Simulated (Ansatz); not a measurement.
Two isomers of C3H5FO: A = `FCC1CO1`, B = `FC1CCO1`.

Isolated molecules relaxed with PBE0-D4/def2-TZVP in Ansatz; ΔE leaves out vibrations. CBS: MP2 limit from def2 TZ/QZ plus the TZ coupled-cluster correction, frozen cores. Functionals use def2-TZVPP. B3LYP here is the variant with VWN-RPA as its local correlation; programs differ in this. Each species was taken in one conformer, which may not be the lowest.

(1) Which is lower in electronic energy at CCSD(T)/CBS, and by how much? (An estimate is asked.)

(2) Give E(B) − E(A) in kcal/mol with r2SCAN-D4, LDA (SPW92), B2PLYP, PBE0-D4, CCSD(T)/def2-TZVPP, B3LYP-D4, BLYP-D4. (Best estimate.)

(3) Does the order hold for the free energy at 298.15 K (harmonic terms from PBE0-D4)? (Estimate.)

Largest T1 diagnostic: 0.012.

Results:

(1) The calculation gave: B, by 11.7 kcal/mol.

(2) Computed: r2SCAN-D4 -11.1, LDA (SPW92) -14.2, B2PLYP -11.1, PBE0-D4 -12.1, CCSD(T)/def2-TZVPP -12.0, B3LYP-D4 -11.2, BLYP-D4 -10.4. None reverses the order clearly.

(3) Computed: Yes: G(B) − G(A) = -10.7 kcal/mol, for one conformer each.

From PBE to PBE0 (25 % exact exchange), in def2-TZVPP and without D4, E(B) − E(A) moves by −0.9 kcal/mol. Leaving LDA and LC-ωPBE aside and taking each functional with its dispersion term where it has one, the values, not all of them listed here, spread over 2.2 kcal/mol, from ωB97M-V to BLYP-D4. LDA lies −3.1 kcal/mol from PBE without D4.
